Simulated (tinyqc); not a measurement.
UHF in the sto-6g basis, for CH2, spin multiplicity 1, step by step (part 2 of 2). Computed by tinyqc, a small Python program that keeps every step (integrals from PySCF). Command: `OMP_NUM_THREADS=1 python tinyqc.py 30810 30811 out.jsonl` (the two numbers bound the seeds that draw the settings). One thread of a shared host (Intel(R) Xeon(R) Processor @ 2.60GHz), about 0.2 s of CPU time with the checks.

Geometry (angstrom):
```
atom         x          y         z
C     0.000000   0.000000  0.000000
H     0.000000   0.893000  0.514000
H     0.000000  -0.969000  0.558000
```

## Iteration 2: building the Fock matrix

D(alpha) after iteration 1, order 1C 1s, 1C 2s, 1C 2px, 1C 2py, 1C 2pz, 2H 1s, 3H 1s:
```
[[1.040134, -0.141362, 0.047694, 0.000344, 0.048329, -0.059832, -0.055428],
 [-0.141362, 0.560266, -0.207930, -0.009593, -0.251774, 0.133561, 0.139320],
 [0.047694, -0.207930, 0.181443, 0.001635, 0.328670, 0.039120, 0.038363],
 [0.000344, -0.009593, 0.001635, 0.307028, -0.000454, 0.231821, -0.239383],
 [0.048329, -0.251774, 0.328670, -0.000454, 0.643813, 0.139817, 0.140978],
 [-0.059832, 0.133561, 0.039120, 0.231821, 0.139817, 0.288817, -0.070634],
 [-0.055428, 0.139320, 0.038363, -0.239383, 0.140978, -0.070634, 0.293259]]
```

D(beta) after iteration 1, order 1C 1s, 1C 2s, 1C 2px, 1C 2py, 1C 2pz, 2H 1s, 3H 1s:
```
[[1.040134, -0.141362, -0.047694, 0.000344, 0.048329, -0.059832, -0.055428],
 [-0.141362, 0.560266, 0.207930, -0.009593, -0.251774, 0.133561, 0.139320],
 [-0.047694, 0.207930, 0.181443, -0.001635, -0.328670, -0.039120, -0.038363],
 [0.000344, -0.009593, -0.001635, 0.307028, -0.000454, 0.231821, -0.239383],
 [0.048329, -0.251774, -0.328670, -0.000454, 0.643813, 0.139817, 0.140978],
 [-0.059832, 0.133561, -0.039120, 0.231821, 0.139817, 0.288817, -0.070634],
 [-0.055428, 0.139320, -0.038363, -0.239383, 0.140978, -0.070634, 0.293259]]
```

core Hamiltonian H = T + V (hartree), order 1C 1s, 1C 2s, 1C 2px, 1C 2py, 1C 2pz, 2H 1s, 3H 1s:
```
[[-18.926154, -4.351237, 0.000000, -0.002617, -0.018455, -1.332980, -1.091653],
 [-4.351237, -5.624006, 0.000000, -0.017669, -0.176522, -2.689248, -2.372472],
 [0.000000, 0.000000, -4.549687, 0.000000, 0.000000, 0.000000, 0.000000],
 [-0.002617, -0.017669, 0.000000, -4.746334, -0.008353, -1.851712, 1.697766],
 [-0.018455, -0.176522, 0.000000, -0.008353, -4.614864, -1.110181, -1.019448],
 [-1.332980, -2.689248, 0.000000, -1.851712, -1.110181, -3.752306, -0.736678],
 [-1.091653, -2.372472, 0.000000, 1.697766, -1.019448, -0.736678, -3.539946]]
```

nuclear repulsion = 6.20511670 hartree

Given earlier and not repeated: Two-electron integrals (ij|kl) in chemists' order.

J_ij = sum D_kl (ij|kl) with D = D(alpha) + D(beta), K_ij = sum D_kl (ik|jl) for each spin; F = H + J - K(s); E = tr D H + tr D J / 2 - 0.5 sum_s tr D(s) K(s) + E_nn.

Coulomb J (hartree), order 1C 1s, 1C 2s, 1C 2px, 1C 2py, 1C 2pz, 2H 1s, 3H 1s:
```
[[11.413083, 2.074410, 0.000000, 0.001448, 0.001300, 0.649744, 0.531193],
 [2.074410, 5.084103, 0.000000, 0.005902, 0.065826, 2.397193, 2.119990],
 [0.000000, 0.000000, 4.995118, 0.000000, 0.000000, 0.000000, 0.000000],
 [0.001448, 0.005902, 0.000000, 5.149992, 0.002048, 1.824866, -1.672077],
 [0.001300, 0.065826, 0.000000, 0.002048, 5.107201, 1.069474, 0.980796],
 [0.649744, 2.397193, 0.000000, 1.824866, 1.069474, 3.863601, 0.629975],
 [0.531193, 2.119990, 0.000000, -1.672077, 0.980796, 0.629975, 3.694374]]
```

exchange K(alpha) (hartree), order 1C 1s, 1C 2s, 1C 2px, 1C 2py, 1C 2pz, 2H 1s, 3H 1s:
```
[[3.601813, 0.575406, -0.001509, 0.000277, 0.001731, 0.189018, 0.155247],
 [0.575406, 0.817728, -0.123241, 0.008716, -0.000401, 0.475780, 0.430720],
 [-0.001509, -0.123241, 0.290866, 0.001917, 0.218707, -0.003060, -0.000870],
 [0.000277, 0.008716, 0.001917, 0.679234, 0.006823, 0.366701, -0.347419],
 [0.001731, -0.000401, 0.218707, 0.006823, 0.683533, 0.209359, 0.197866],
 [0.189018, 0.475780, -0.003060, 0.366701, 0.209359, 0.657001, 0.129192],
 [0.155247, 0.430720, -0.000870, -0.347419, 0.197866, 0.129192, 0.617175]]
```

exchange K(beta) (hartree), order 1C 1s, 1C 2s, 1C 2px, 1C 2py, 1C 2pz, 2H 1s, 3H 1s:
```
[[3.601813, 0.575406, 0.001509, 0.000277, 0.001731, 0.189018, 0.155247],
 [0.575406, 0.817728, 0.123241, 0.008716, -0.000401, 0.475780, 0.430720],
 [0.001509, 0.123241, 0.290866, -0.001917, -0.218707, 0.003060, 0.000870],
 [0.000277, 0.008716, -0.001917, 0.679234, 0.006823, 0.366701, -0.347419],
 [0.001731, -0.000401, -0.218707, 0.006823, 0.683533, 0.209359, 0.197866],
 [0.189018, 0.475780, 0.003060, 0.366701, 0.209359, 0.657001, 0.129192],
 [0.155247, 0.430720, 0.000870, -0.347419, 0.197866, 0.129192, 0.617175]]
```

F(alpha) (hartree), order 1C 1s, 1C 2s, 1C 2px, 1C 2py, 1C 2pz, 2H 1s, 3H 1s:
```
[[-11.114883, -2.852233, 0.001509, -0.001446, -0.018885, -0.872255, -0.715707],
 [-2.852233, -1.357630, 0.123241, -0.020483, -0.110296, -0.767835, -0.683202],
 [0.001509, 0.123241, 0.154564, -0.001917, -0.218707, 0.003060, 0.000870],
 [-0.001446, -0.020483, -0.001917, -0.275576, -0.013127, -0.393546, 0.373109],
 [-0.018885, -0.110296, -0.218707, -0.013127, -0.191197, -0.250066, -0.236518],
 [-0.872255, -0.767835, 0.003060, -0.393546, -0.250066, -0.545706, -0.235895],
 [-0.715707, -0.683202, 0.000870, 0.373109, -0.236518, -0.235895, -0.462748]]
```

F(beta) (hartree), order 1C 1s, 1C 2s, 1C 2px, 1C 2py, 1C 2pz, 2H 1s, 3H 1s:
```
[[-11.114883, -2.852233, -0.001509, -0.001446, -0.018885, -0.872255, -0.715707],
 [-2.852233, -1.357630, -0.123241, -0.020483, -0.110296, -0.767835, -0.683202],
 [-0.001509, -0.123241, 0.154564, 0.001917, 0.218707, -0.003060, -0.000870],
 [-0.001446, -0.020483, 0.001917, -0.275576, -0.013127, -0.393546, 0.373109],
 [-0.018885, -0.110296, 0.218707, -0.013127, -0.191197, -0.250066, -0.236518],
 [-0.872255, -0.767835, -0.003060, -0.393546, -0.250066, -0.545706, -0.235895],
 [-0.715707, -0.683202, -0.000870, 0.373109, -0.236518, -0.235895, -0.462748]]
```

total energy of this density = -38.75850857 hartree

## Iteration 2: DIIS over 2 matrices

error matrix X^T (FDS - SDF) X (alpha):
```
[[0.000000, -0.011961, -0.006706, -0.000303, -0.007128, 0.012090, 0.011222],
 [0.011961, 0.000000, 0.001543, 0.001004, 0.027785, -0.022199, -0.019716],
 [0.006706, -0.001543, 0.000000, 0.000462, -0.026795, 0.007063, 0.006696],
 [0.000303, -0.001004, -0.000462, 0.000000, -0.000708, 0.015394, -0.018300],
 [0.007128, -0.027785, 0.026795, 0.000708, 0.000000, 0.010321, 0.012619],
 [-0.012090, 0.022199, -0.007063, -0.015394, -0.010321, 0.000000, 0.000775],
 [-0.011222, 0.019716, -0.006696, 0.018300, -0.012619, -0.000775, 0.000000]]
```

B (overlaps of the stored error matrices):
```
[[3.6001622e-01, 5.3961262e-02],
 [5.3961262e-02, 1.5278454e-02]]
```

Minimise |sum c_i e_i|^2 with sum c_i = 1: solve [B -1; -1 0][c; lambda] = [0; -1] with B_ij = tr e_i^T e_j summed over both spins, and take F = sum c_i F_i.

DIIS coefficients: [-0.144678, 1.144678]

extrapolated F(alpha) (hartree), order 1C 1s, 1C 2s, 1C 2px, 1C 2py, 1C 2pz, 2H 1s, 3H 1s:
```
[[-11.136996, -2.855346, 0.002116, -0.001406, -0.018778, -0.873541, -0.716832],
 [-2.855346, -1.367868, 0.126002, -0.021127, -0.107496, -0.770806, -0.685379],
 [0.002116, 0.126002, 0.141560, -0.001986, -0.220123, 0.002566, 0.000166],
 [-0.001406, -0.021127, -0.001986, -0.276165, -0.013791, -0.395392, 0.374337],
 [-0.018778, -0.107496, -0.220123, -0.013791, -0.196469, -0.251726, -0.238067],
 [-0.873541, -0.770806, 0.002566, -0.395392, -0.251726, -0.550416, -0.235043],
 [-0.716832, -0.685379, 0.000166, 0.374337, -0.238067, -0.235043, -0.466510]]
```

extrapolated F(beta) (hartree), order 1C 1s, 1C 2s, 1C 2px, 1C 2py, 1C 2pz, 2H 1s, 3H 1s:
```
[[-11.136996, -2.855346, -0.002116, -0.001406, -0.018778, -0.873541, -0.716832],
 [-2.855346, -1.367868, -0.126002, -0.021127, -0.107496, -0.770806, -0.685379],
 [-0.002116, -0.126002, 0.141560, 0.001986, 0.220123, -0.002566, -0.000166],
 [-0.001406, -0.021127, 0.001986, -0.276165, -0.013791, -0.395392, 0.374337],
 [-0.018778, -0.107496, 0.220123, -0.013791, -0.196469, -0.251726, -0.238067],
 [-0.873541, -0.770806, -0.002566, -0.395392, -0.251726, -0.550416, -0.235043],
 [-0.716832, -0.685379, -0.000166, 0.374337, -0.238067, -0.235043, -0.466510]]
```

## Iteration 2: diagonalisation and new density

X, order 1C 1s, 1C 2s, 1C 2px, 1C 2py, 1C 2pz, 2H 1s, 3H 1s:
```
[[1.025605, -0.150279, 0.000000, -0.001122, -0.011000, 0.023339, 0.022941],
 [-0.150279, 1.326810, 0.000000, 0.033105, 0.139916, -0.405726, -0.332296],
 [0.000000, 0.000000, 1.000000, 0.000000, 0.000000, 0.000000, 0.000000],
 [-0.001122, 0.033105, 0.000000, 1.206540, 0.013050, -0.338826, 0.292801],
 [-0.011000, 0.139916, 0.000000, 0.013050, 1.064507, -0.184307, -0.157209],
 [0.023339, -0.405726, 0.000000, -0.338826, -0.184307, 1.324590, -0.036187],
 [0.022941, -0.332296, 0.000000, 0.292801, -0.157209, -0.036187, 1.248371]]
```

Diagonalise F' = X^T F X, C = X C', fill 4 alpha and 4 beta electrons from the bottom; D(s) = C_occ C_occ^T. Each column has its largest component positive (the first on a tie).

F' = X^T F X (alpha) (hartree):
```
[[-10.931258, -1.462714, -0.014278, 0.003071, -0.029110, -0.167543, -0.112936],
 [-1.462714, -0.462388, 0.134903, 0.018675, 0.118220, -0.512566, -0.443006],
 [-0.014278, 0.134903, 0.141560, -0.001921, -0.217241, -0.006438, -0.007684],
 [0.003071, 0.018675, -0.001921, 0.129869, 0.003234, -0.490789, 0.453032],
 [-0.029110, 0.118220, -0.217241, 0.003234, -0.075199, -0.262776, -0.238389],
 [-0.167543, -0.512566, -0.006438, -0.490789, -0.262776, 0.056622, -0.070195],
 [-0.112936, -0.443006, -0.007684, 0.453032, -0.238389, -0.070195, 0.028959]]
```

orbital energies (alpha) (hartree): [-11.139513, -0.825620, -0.544571, -0.342766, 0.273285, 0.658158, 0.809193]

coefficients C (alpha), order 1C 1s, 1C 2s, 1C 2px, 1C 2py, 1C 2pz, 2H 1s, 3H 1s:
```
[[0.995729, -0.208689, 0.012418, 0.090588, -0.064109, 0.155742, 0.062359],
 [0.019824, 0.650062, -0.061308, -0.452216, 0.306371, -1.055070, -0.490353],
 [-0.000328, -0.055036, 0.012608, 0.456746, 0.887436, 0.025102, 0.004683],
 [0.000600, 0.032664, 0.529142, -0.006383, -0.007265, 0.385530, -1.108041],
 [0.004043, 0.131823, 0.004118, 0.749052, -0.357379, -0.657476, -0.270633],
 [-0.005326, 0.312661, 0.421565, 0.162030, -0.092166, 0.559450, 1.202723],
 [-0.004519, 0.254275, -0.463084, 0.179823, -0.099113, 1.110722, -0.475550]]
```

F' = X^T F X (beta) (hartree):
```
[[-10.931258, -1.462714, 0.014278, 0.003071, -0.029110, -0.167543, -0.112936],
 [-1.462714, -0.462388, -0.134903, 0.018675, 0.118220, -0.512566, -0.443006],
 [0.014278, -0.134903, 0.141560, 0.001921, 0.217241, 0.006438, 0.007684],
 [0.003071, 0.018675, 0.001921, 0.129869, 0.003234, -0.490789, 0.453032],
 [-0.029110, 0.118220, 0.217241, 0.003234, -0.075199, -0.262776, -0.238389],
 [-0.167543, -0.512566, 0.006438, -0.490789, -0.262776, 0.056622, -0.070195],
 [-0.112936, -0.443006, 0.007684, 0.453032, -0.238389, -0.070195, 0.028959]]
```

orbital energies (beta) (hartree): [-11.139513, -0.825620, -0.544571, -0.342766, 0.273285, 0.658158, 0.809193]

coefficients C (beta), order 1C 1s, 1C 2s, 1C 2px, 1C 2py, 1C 2pz, 2H 1s, 3H 1s:
```
[[0.995729, -0.208689, 0.012418, 0.090588, 0.064109, 0.155742, 0.062359],
 [0.019824, 0.650062, -0.061308, -0.452216, -0.306371, -1.055070, -0.490353],
 [0.000328, 0.055036, -0.012608, -0.456746, 0.887436, -0.025102, -0.004683],
 [0.000600, 0.032664, 0.529142, -0.006383, 0.007265, 0.385530, -1.108041],
 [0.004043, 0.131823, 0.004118, 0.749052, 0.357379, -0.657476, -0.270633],
 [-0.005326, 0.312661, 0.421565, 0.162030, 0.092166, 0.559450, 1.202723],
 [-0.004519, 0.254275, -0.463084, 0.179823, 0.099113, 1.110722, -0.475550]]
```

D(alpha) after iteration 2, order 1C 1s, 1C 2s, 1C 2px, 1C 2py, 1C 2pz, 2H 1s, 3H 1s:
```
[[1.043387, -0.157649, 0.052691, -0.000226, 0.044422, -0.050639, -0.047025],
 [-0.157649, 0.631232, -0.243104, -0.008309, -0.253212, 0.104025, 0.112277],
 [0.052691, -0.243104, 0.211805, 0.001958, 0.334922, 0.062116, 0.062302],
 [-0.000226, -0.008309, 0.001958, 0.281099, 0.001706, 0.232243, -0.237882],
 [0.044422, -0.253212, 0.334922, 0.001706, 0.578489, 0.164299, 0.166291],
 [-0.050639, 0.104025, 0.062116, 0.232243, 0.164299, 0.301756, -0.086557],
 [-0.047025, 0.112277, 0.062302, -0.237882, 0.166291, -0.086557, 0.311460]]
```

D(beta) after iteration 2, order 1C 1s, 1C 2s, 1C 2px, 1C 2py, 1C 2pz, 2H 1s, 3H 1s:
```
[[1.043387, -0.157649, -0.052691, -0.000226, 0.044422, -0.050639, -0.047025],
 [-0.157649, 0.631232, 0.243104, -0.008309, -0.253212, 0.104025, 0.112277],
 [-0.052691, 0.243104, 0.211805, -0.001958, -0.334922, -0.062116, -0.062302],
 [-0.000226, -0.008309, -0.001958, 0.281099, 0.001706, 0.232243, -0.237882],
 [0.044422, -0.253212, -0.334922, 0.001706, 0.578489, 0.164299, 0.166291],
 [-0.050639, 0.104025, -0.062116, 0.232243, 0.164299, 0.301756, -0.086557],
 [-0.047025, 0.112277, -0.062302, -0.237882, 0.166291, -0.086557, 0.311460]]
```

## Iteration 11 (converged): orbitals

converged F(alpha) (hartree), order 1C 1s, 1C 2s, 1C 2px, 1C 2py, 1C 2pz, 2H 1s, 3H 1s:
```
[[-11.124870, -2.852663, 0.002494, -0.001556, -0.014177, -0.872398, -0.715798],
 [-2.852663, -1.364923, 0.152324, -0.021209, -0.117071, -0.766805, -0.680886],
 [0.002494, 0.152324, 0.081084, -0.003080, -0.258115, -0.002180, -0.006069],
 [-0.001556, -0.021209, -0.003080, -0.271346, -0.015008, -0.391415, 0.369332],
 [-0.014177, -0.117071, -0.258115, -0.015008, -0.126191, -0.245388, -0.231966],
 [-0.872398, -0.766805, -0.002180, -0.391415, -0.245388, -0.540033, -0.232347],
 [-0.715798, -0.680886, -0.006069, 0.369332, -0.231966, -0.232347, -0.455139]]
```

converged F(beta) (hartree), order 1C 1s, 1C 2s, 1C 2px, 1C 2py, 1C 2pz, 2H 1s, 3H 1s:
```
[[-11.124870, -2.852663, -0.002494, -0.001556, -0.014177, -0.872398, -0.715798],
 [-2.852663, -1.364923, -0.152324, -0.021209, -0.117071, -0.766805, -0.680886],
 [-0.002494, -0.152324, 0.081084, 0.003080, 0.258115, 0.002180, 0.006069],
 [-0.001556, -0.021209, 0.003080, -0.271346, -0.015008, -0.391415, 0.369332],
 [-0.014177, -0.117071, 0.258115, -0.015008, -0.126191, -0.245388, -0.231966],
 [-0.872398, -0.766805, 0.002180, -0.391415, -0.245388, -0.540033, -0.232347],
 [-0.715798, -0.680886, 0.006069, 0.369332, -0.231966, -0.232347, -0.455139]]
```

As before.

F' = X^T F X (alpha) (hartree):
```
[[-10.919337, -1.460810, -0.017680, 0.002948, -0.023089, -0.168276, -0.113686],
 [-1.460810, -0.466003, 0.168415, 0.018599, 0.108890, -0.509288, -0.439390],
 [-0.017680, 0.168415, 0.081084, -0.003083, -0.252164, -0.015796, -0.018380],
 [0.002948, 0.018599, -0.003083, 0.131678, 0.002050, -0.488360, 0.449832],
 [-0.023089, 0.108890, -0.252164, 0.002050, -0.002638, -0.264371, -0.240330],
 [-0.168276, -0.509288, -0.015796, -0.488360, -0.264371, 0.065529, -0.068808],
 [-0.113686, -0.439390, -0.018380, 0.449832, -0.240330, -0.068808, 0.038343]]
```

orbital energies (alpha) (hartree): [-11.127372, -0.820961, -0.535780, -0.353890, 0.287219, 0.668405, 0.811036]

coefficients C (alpha), order 1C 1s, 1C 2s, 1C 2px, 1C 2py, 1C 2pz, 2H 1s, 3H 1s:
```
[[0.995727, -0.211647, 0.013321, 0.081119, -0.077234, 0.150026, 0.064369],
 [0.019783, 0.667056, -0.066178, -0.426550, 0.372511, -1.025082, -0.507423],
 [-0.000411, -0.076297, 0.019993, 0.557770, 0.826081, 0.016018, 0.002290],
 [0.000607, 0.033280, 0.531653, -0.009249, -0.008431, 0.408885, -1.098378],
 [0.003585, 0.116259, 0.009725, 0.682690, -0.436541, -0.675519, -0.291793],
 [-0.005234, 0.303250, 0.422052, 0.181300, -0.118222, 0.527756, 1.214204],
 [-0.004439, 0.244774, -0.458481, 0.208319, -0.127340, 1.116132, -0.453466]]
```

F' = X^T F X (beta) (hartree):
```
[[-10.919337, -1.460810, 0.017680, 0.002948, -0.023089, -0.168276, -0.113686],
 [-1.460810, -0.466003, -0.168415, 0.018599, 0.108890, -0.509288, -0.439390],
 [0.017680, -0.168415, 0.081084, 0.003083, 0.252164, 0.015796, 0.018380],
 [0.002948, 0.018599, 0.003083, 0.131678, 0.002050, -0.488360, 0.449832],
 [-0.023089, 0.108890, 0.252164, 0.002050, -0.002638, -0.264371, -0.240330],
 [-0.168276, -0.509288, 0.015796, -0.488360, -0.264371, 0.065529, -0.068808],
 [-0.113686, -0.439390, 0.018380, 0.449832, -0.240330, -0.068808, 0.038343]]
```

orbital energies (beta) (hartree): [-11.127372, -0.820961, -0.535780, -0.353890, 0.287219, 0.668405, 0.811036]

coefficients C (beta), order 1C 1s, 1C 2s, 1C 2px, 1C 2py, 1C 2pz, 2H 1s, 3H 1s:
```
[[0.995727, -0.211647, 0.013321, 0.081119, 0.077234, 0.150026, 0.064369],
 [0.019783, 0.667056, -0.066178, -0.426550, -0.372511, -1.025082, -0.507423],
 [0.000411, 0.076297, -0.019993, -0.557770, 0.826081, -0.016018, -0.002290],
 [0.000607, 0.033280, 0.531653, -0.009249, 0.008431, 0.408885, -1.098378],
 [0.003585, 0.116259, 0.009725, 0.682690, 0.436541, -0.675519, -0.291793],
 [-0.005234, 0.303250, 0.422052, 0.181300, 0.118222, 0.527756, 1.214204],
 [-0.004439, 0.244774, -0.458481, 0.208319, 0.127340, 1.116132, -0.453466]]
```

D(alpha) after iteration 11, order 1C 1s, 1C 2s, 1C 2px, 1C 2py, 1C 2pz, 2H 1s, 3H 1s:
```
[[1.043025, -0.156965, 0.061251, -0.000107, 0.034473, -0.049065, -0.045435],
 [-0.156965, 0.631679, -0.290142, -0.009027, -0.214223, 0.096917, 0.104673],
 [0.061251, -0.290142, 0.317328, 0.002931, 0.372107, 0.086427, 0.088354],
 [-0.000107, -0.009027, 0.002931, 0.283848, 0.002727, 0.232797, -0.237536],
 [0.034473, -0.214223, 0.372107, 0.002727, 0.479689, 0.163112, 0.166200],
 [-0.049065, 0.096917, 0.086427, 0.232797, 0.163112, 0.302985, -0.081484],
 [-0.045435, 0.104673, 0.088354, -0.237536, 0.166200, -0.081484, 0.313536]]
```

D(beta) after iteration 11, order 1C 1s, 1C 2s, 1C 2px, 1C 2py, 1C 2pz, 2H 1s, 3H 1s:
```
[[1.043025, -0.156965, -0.061251, -0.000107, 0.034473, -0.049065, -0.045435],
 [-0.156965, 0.631679, 0.290142, -0.009027, -0.214223, 0.096917, 0.104673],
 [-0.061251, 0.290142, 0.317328, -0.002931, -0.372107, -0.086427, -0.088354],
 [-0.000107, -0.009027, -0.002931, 0.283848, 0.002727, 0.232797, -0.237536],
 [0.034473, -0.214223, -0.372107, 0.002727, 0.479689, 0.163112, 0.166200],
 [-0.049065, 0.096917, -0.086427, 0.232797, 0.163112, 0.302985, -0.081484],
 [-0.045435, 0.104673, -0.088354, -0.237536, 0.166200, -0.081484, 0.313536]]
```

## Convergence

Stop when the energy changes by less than 1e-10 hartree and every element of the error matrix X^T (F D S - S D F) X (for each spin) is below 3e-06.

Course of the cycle:
```
iteration   E (hartree)     change  largest element of the error matrix
1          -38.65172967          -                             1.39e-01
2          -38.75850857  -1.07e-01                             2.78e-02
3          -38.76907038  -1.06e-02                             1.79e-02
4          -38.77234003  -3.27e-03                             1.09e-02
5          -38.77421613  -1.88e-03                             3.06e-03
6          -38.77438024  -1.64e-04                             7.50e-04
7          -38.77439354  -1.33e-05                             1.56e-04
8          -38.77439407  -5.33e-07                             3.16e-05
9          -38.77439409  -1.60e-08                             6.01e-06
10         -38.77439409  -4.21e-10                             1.52e-06
11         -38.77439409  -6.74e-11                             6.74e-07
```

PySCF UHF in the same basis, after a stability check = -38.77439409 hartree

Converged in 11 iterations.

## Populations, bond orders and dipole

overlap S, order 1C 1s, 1C 2s, 1C 2px, 1C 2py, 1C 2pz, 2H 1s, 3H 1s:
```
[[1.000000, 0.243228, 0.000000, 0.000000, 0.000000, 0.073860, 0.060524],
 [0.243228, 1.000000, 0.000000, 0.000000, 0.000000, 0.526131, 0.475284],
 [0.000000, 0.000000, 1.000000, 0.000000, 0.000000, 0.000000, 0.000000],
 [0.000000, 0.000000, 0.000000, 1.000000, 0.000000, 0.421772, -0.396478],
 [0.000000, 0.000000, 0.000000, 0.000000, 1.000000, 0.242767, 0.228313],
 [0.073860, 0.526131, 0.000000, 0.421772, 0.242767, 1.000000, 0.149025],
 [0.060524, 0.475284, 0.000000, -0.396478, 0.228313, 0.149025, 1.000000]]
```

Mulliken: Z minus the diagonal of D S on the atom; Loewdin: the same with S^(1/2) D S^(1/2); Mayer order: 2 sum_s sum (D(s) S)_ij (D(s) S)_ji over the two atoms.

Charges (e):
```
atom   Mulliken    Loewdin  Mulliken spin
1C    -0.086979  -0.037315              0
2H     0.048010   0.020283              0
3H     0.038969   0.017032              0
```

Mayer bond orders:
```
pair     order
2-1   0.989411
3-1   0.990197
3-2   0.008284
```

dipole moment about the origin, x y z (debye): [0.000000, 0.015356, 0.730717]

<S^2> of the determinant (pure state: 0) = 0.866524
